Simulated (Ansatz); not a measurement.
`Cc1ccc[nH]1` + HCl → `Clc1ccc[nH]1` + CH₄ at 400 K and 1 bar (substitution at a C–C bond).

Gas-phase electronic energies from Ansatz, PBE0-D4/def2-TZVP geometries. CBS: MP2 limit from def2 TZ/QZ plus the TZ coupled-cluster correction, frozen cores. This one scheme is used for every species.

| species | CCSD(T)/CBS energy (Eh) | H − E (kJ/mol) | S (J/(mol·K)) |
| --- | --- | --- | --- |
| `Cc1ccc[nH]1` | -249.16948 | 318.7 | 344.4 |
| HCl | -460.38127 | 29.6 | 195.4 |
| `Clc1ccc[nH]1` | -669.07723 | 219.0 | 334.8 |
| CH₄ | -40.46206 | 131.3 | 197.2 |

H − E and S are ideal-gas, rigid-rotor, harmonic terms from PBE0-D4/def2-TZVP. 1 Eh = 2625.50 kJ/mol, R = 8.31446 J/(mol·K).

Problem. By hand: ΔE, ΔH, ΔS and ΔG.

Solution. ΔE = (-669.07723) + (-40.46206) − (-249.16948) − (-460.38127) = 0.01146 Eh = 30.1 kJ/mol. Δ(H − E) = 219.0 + 131.3 − 318.7 − 29.6 = 2.0, so ΔH = 32.1 kJ/mol. ΔS = 334.8 + 197.2 − 344.4 − 195.4 = -7.8 J/(mol·K). ΔG = 32.1 − 400 × (-7.8)/1000 = 35.2 kJ/mol.

Problem. By hand: the equilibrium constant, and the temperature at which ΔG would vanish if ΔH and ΔS stayed fixed.

Solution. log₁₀ K = −ΔG/(RT ln 10) = -4.6. ΔH and −TΔS have one sign here, so there is no such temperature.

The number of gas molecules stays the same, so ΔS is small and ΔH decides. A doubt of 5 kJ/mol in ΔE shifts log₁₀ K by 0.7 here. These are equilibria of isolated gas molecules and say nothing of rates. Largest T1 diagnostic: 0.011 (customary marks: 0.02 for closed shells, 0.045 for open ones).
